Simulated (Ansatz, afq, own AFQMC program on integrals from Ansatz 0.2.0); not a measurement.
# BGeH, triplet: AFQMC among the cluster methods

```xyz
3

Ge    0.1877    0.0000    0.1954
B    -1.2278    0.0000   -1.1316
H    -0.3607    0.0000   -1.9445
```

Connectivity, by distances: Ge–BH.

Basis cc-pVDZ. Noble-gas cores (and the filled d shells of Ga–Kr and In–Xe) are frozen. Ansatz 0.2.0 and our own AFQMC program on the same integrals; the CISD trial comes from CCSD amplitudes, and released means the phaseless constraint is let go. Error bars are statistical, one sigma. No spin–orbit coupling.

Determinant: UHF, the one that the program's search chose, which needn't be the lowest solution. The geometry is a point of a scan.

No full CI on the walks' own integrals is used here; CCSDT(Q) serves as the reference and is uncertain by about the last step of the cluster series.

Cautions: no relativity below Rb; no spin-orbit coupling; inner d shell frozen; lower spins were not checked; higher spins were not checked; strong correlation (T1 0.051, weight of the determinant 0.84, largest double 0.10); unrestricted determinant spin contaminated (⟨S²⟩ 2.14 against 2.00).

* T1 diagnostic: 0.0515
* weight of the determinant in the CISD state: 0.844
* ⟨S²⟩ of the determinant: 2.136
* size of the correlated space: 8 electrons in 31 orbitals

```
  level  correlation energy (eV)
    MP2                  -3.2693
   CCSD                  -4.1980
CCSD(T)                  -4.3805
```

Estimate where AFQMC with the constraint released lies against CCSD(T) on the same integrals.

44.8 ± 11.9 meV below CCSD(T).

Reference: CCSDT(Q), correlation energy -4.449 eV. The released energy is read at 2.40 1/Eh (meV from the phaseless value at times in 1/Eh: -6 ± 10 at 0.24, -6 ± 13 at 0.51, -24 ± 13 at 0.99, -20 ± 10 at 1.62, -3 ± 12 at 2.40).

```json
{"level": "CCSD(T)", "E − E(reference) (meV)": "68.6", "share of correlation (%)": "98.46"}
{"level": "CCSDT", "E − E(reference) (meV)": "14.7", "share of correlation (%)": "99.67"}
{"level": "ph-AFQMC/HF", "E − E(reference) (meV)": "30.3 ± 38.5", "share of correlation (%)": "99.32"}
{"level": "ph-AFQMC/CISD", "E − E(reference) (meV)": "26.6 ± 12.9", "share of correlation (%)": "99.40"}
{"level": "released AFQMC", "E − E(reference) (meV)": "23.8 ± 11.9", "share of correlation (%)": "99.47"}
```

A walk keeps the symmetry of its determinant, which the program's search chose and which needn't be the lowest solution, so a lower state of the same spin and another symmetry isn't excluded. Released energies are given only where the last usable release times agree within the noise; a slower fall can still hide under it.
